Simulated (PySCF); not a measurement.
Redox energetics: dimethyl sulfide

System: `CSC` (C2H6S). Optimised structure (Å), atoms numbered from 1:
```
C     1.3770    0.0758    0.1356
S     0.0597    0.5743   -0.9912
C    -1.3693   -0.0541   -0.0872
H     1.4058   -1.0170    0.2628
H     2.3257    0.4006   -0.3136
H     1.2709    0.5599    1.1184
H    -1.3197   -1.1469    0.0340
H    -2.2611    0.1922   -0.6799
H    -1.4619    0.4234    0.9001
```

These are calculated values, ωB97X-D3(BJ)/ma-def2-TZVP in PySCF (grid level 2) at geometries from PBE0-D3(BJ)/ma-def2-SVP. Zero-point and thermal terms (298.15 K, 1 bar) come from unscaled PBE0-D3(BJ)/ma-def2-SVP harmonic frequencies, with soft modes damped to free rotors in the entropy.

Frontier levels of the parent: HOMO -8.74 eV, LUMO 1.22 eV.

Oxidation to the radical cation:
* Vertical ionisation energy (electronic): 8.75 eV
* Adiabatic ionisation energy (with zero-point energy): 8.64 eV
* Adiabatic, electronic part: 8.68 eV
* Vertical gap at the product's structure: 8.60 eV
* Inner reorganisation energy (four-point): 150 meV
* Relaxation of product / of parent: 67 / 84 meV
* ⟨S²⟩ of the product: 0.755
* Largest spin populations: S2 0.91
* Largest changes of atomic charge: S2 0.67
* Distances that move most (Å): S2–C3 1.804 → 1.774; C1–S2 1.804 → 1.774; C1–H 1.101 → 1.106; C3–H 1.101 → 1.106

Vertical electron affinity to the radical anion: -1.12 eV. The extra electron is not bound at this structure, the number hangs on the basis, and the ion was not relaxed.

Measured values (NIST Chemistry WebBook, evaluated or the median of agreeing entries): adiabatic ionisation energy 8.69 eV (computed 8.64, difference -0.05).

Hardware: 1 thread of Arm Neoverse V1, shared with other jobs. Command: `OMP_NUM_THREADS=1 python redox_run.py task.json out`. Structures, frequencies and single points: 3.8 min.
